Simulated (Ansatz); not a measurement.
Silicon tetrachloride. The species carries charge 0 and has multiplicity 1. The structure was optimised at the PBE0-D4/def2-TZVP level.

```xyz
5

Cl   -1.248   -1.095   -1.153
Si    0.000    0.000    0.000
Cl   -1.083    1.136    1.274
Cl    1.202   -1.236    1.055
Cl    1.128    1.196   -1.176
```

Q: What is the dipole moment at B3LYP/def2-TZVPP? (Estimate.)

A: Computed: 0.00 D, zero by symmetry or nearly so.

Q: Give the Mulliken charges with B3LYP, PBE, ωB97M-V in def2-TZVPP. (Best estimate.)

A: Ansatz gave: 
```tsv
atom	B3LYP	PBE	ωB97M-V
Cl1	-0.17	-0.15	-0.14
Si2	0.69	0.59	0.56
Cl3	-0.17	-0.15	-0.14
Cl4	-0.17	-0.15	-0.14
Cl5	-0.17	-0.15	-0.14
```

B3LYP here is the variant with VWN-RPA as its local correlation; programs differ in this.
